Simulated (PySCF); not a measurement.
Species: C3H4.
Atom-mapped SMILES: `[CH:1]#[C:2][CH3:3]` (hydrogens: H4 on C1; H5, H6, H7 on C3)

Cartesian coordinates in Å at the PBE0-D3(BJ)/def2-TZVP level; atoms count from 1:
```xyz
7
C3H4 angstrom
C      1.700    0.095   -0.092
C      0.503    0.027   -0.033
C     -0.942   -0.060    0.040
H      2.761    0.155   -0.144
H     -1.319   -0.834   -0.632
H     -1.403    0.889   -0.244
H     -1.266   -0.303    1.054
```

The closed-shell ground state was solved at several levels (PySCF, density fitting, gas phase, non-relativistic). Geometry: PBE0-D3(BJ)/def2-TZVP; no solvent, vibrations or thermal averaging.

| level | basis functions | HOMO (eV) | LUMO (eV) | gap (eV) | dipole (D) |
| --- | --- | --- | --- | --- | --- |
| wB97X-D/pcSseg-2 | 164 | -9.63 | 2.41 | 12.04 | 0.84 |
| B3LYP/pcJ-2 | 249 | -7.51 | 0.46 | 7.97 | 0.84 |
| B97-2/pcSseg-2 | 164 | -7.48 | 0.76 | 8.24 | 0.84 |
| PBE0/pcJ-2 | 249 | -7.74 | 0.79 | 8.53 | 0.85 |
| PBE0/aug-cc-pVTZ | 230 | -7.74 | -0.05 | 7.69 | 0.85 |
| wB97X-D/aug-cc-pVTZ | 230 | -9.61 | 0.85 | 10.46 | 0.83 |
| CAM-B3LYP/aug-cc-pVTZ | 230 | -9.12 | 0.26 | 9.38 | 0.83 |
| PBE0/pcSseg-2 | 164 | -7.74 | 0.75 | 8.49 | 0.85 |

(1) Estimate the row for B97-2/pcJ-2, a basis of 249 functions; the other rows only guide the guess.

(2) Over all these levels, which gives the widest orbital gap and which the narrowest?

(3) How much does the basis alone move the frontier levels among the 3 PBE0 rows?

(4) How far do the dipole and the HOMO energy spread over the levels?

## Answers

(1) HOMO -7.48 eV, LUMO 0.81 eV, gap 8.29 eV, dipole 0.84 D.

(2) wB97X-D/pcSseg-2 (range-separated hybrid) has the widest, 12.04 eV, and PBE0/aug-cc-pVTZ (global hybrid, 25 % exact exchange) the narrowest, 7.69 eV. Functional and basis both differ between the two, so the spread mixes both effects.

(3) The HOMO by 0.00 eV and the LUMO by 0.84 eV. By rising basis size (HOMO, LUMO in eV): pcSseg-2 -7.74, 0.75; aug-cc-pVTZ -7.74, -0.05; pcJ-2 -7.74, 0.79.

(4) The dipole runs from 0.83 to 0.85 D (mean 0.84 D) and the HOMO from -9.63 to -7.48 eV.
